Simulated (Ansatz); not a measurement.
Working through the energy of protonation at one site of H4P2, SMILES PP

Computed with Ansatz's Python interface.

The script reads `h4p2.xyz`:
```text
6

P     0.35644   -1.01304   -0.08002
P    -0.35601    1.01310    0.07520
H    -0.48563   -1.48526    0.92761
H    -0.56046   -1.35907   -1.07356
H     0.49210    1.48831   -0.92596
H     0.55355    1.35596    1.07674
```

Notebook, run cell by cell (the value of a cell's last expression is shown):

In [1]:
```python
import ansatz as az
import numpy as np
```

In [2]:
```python
system = az.Crystal.molecule_from_extxyz("h4p2.xyz")
```

In [3]:
```python
calc = (
    system.calculation()
    .basis(gaussian="def2-SVP")
    .functional("HF")
)
symbols = [site.symbol for site in system.cartesian_sites]
start = np.array([site.position_ang for site in system.cartesian_sites], dtype=float)
rep = calc.relax(force_tolerance=0.01).run().report
end = np.array(rep["positions_ang"])
```

In [4]:
```python
away = sum((end[1] - end[j]) / np.linalg.norm(end[1] - end[j]) for j in [0, 4, 5]) + np.array([0.15, 0.1, -0.2])
proton = end[1] + 1.4 * away / np.linalg.norm(away)
acid = az.Crystal.molecule()
for symbol, place in zip(symbols, end):
    acid = acid.atom(symbol, place.tolist())
acid = acid.atom("H", proton.tolist())
protonated = (
    acid.calculation()
    .basis(gaussian="def2-SVP")
    .functional("HF")
    .charge(1)
    .relax(force_tolerance=0.01, max_steps=80)
)
after = protonated.run().report
xyz = np.array(after["positions_ang"])
reach = np.linalg.norm(xyz[:-1] - xyz[-1], axis=1)
print(f"base {rep['free_energy_ev']:.5f} eV, protonated {after['free_energy_ev']:.5f} eV")
print(f"the proton ends {reach.min():.3f} A from {symbols[reach.argmin()]}{reach.argmin()}")
print(f"electronic proton affinity {23.060548 * (rep['free_energy_ev'] - after['free_energy_ev']):.1f} kcal/mol")
```
```text
base -18601.09939 eV, protonated -18610.05855 eV
the proton ends 1.396 A from P1
electronic proton affinity 206.6 kcal/mol
```

Notes:
- The settings weren't tested for convergence.
- The proton is put on one chosen atom, which needn't be the most basic site, so the molecule's proton affinity can be higher; the ends are stationary points, not checked by frequencies, and zero-point and thermal terms count only where printed.
- Hartree-Fock leaves correlation out, so bond, atomisation and ionisation energies come out well too low.
- Wall time of the script: 5.8 s on 1 thread of Arm Neoverse V1, with other jobs on the host, peak memory 0.17 GiB.
